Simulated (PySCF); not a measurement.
Dissociation curve of HCl, singlet.

Level of theory: PySCF with CCSD(T) on UHF/cc-pVTZ, 5 core orbitals frozen.

Problem. Relative to R = 1.28 Å, what are the energies at R = 1.32, 2.59, 3.47, 5.09 Å?

Solution. 2.6 kJ/mol at 1.32 Å, 411.4 kJ/mol at 2.59 Å, 433.6 kJ/mol at 3.47 Å, 434.7 kJ/mol at 5.09 Å.

The unrestricted determinant behind UCCSD(T) is spin-contaminated at 1.74 to 5.09 Å (<S²> up to 1.0, against 0.00 for a pure singlet).
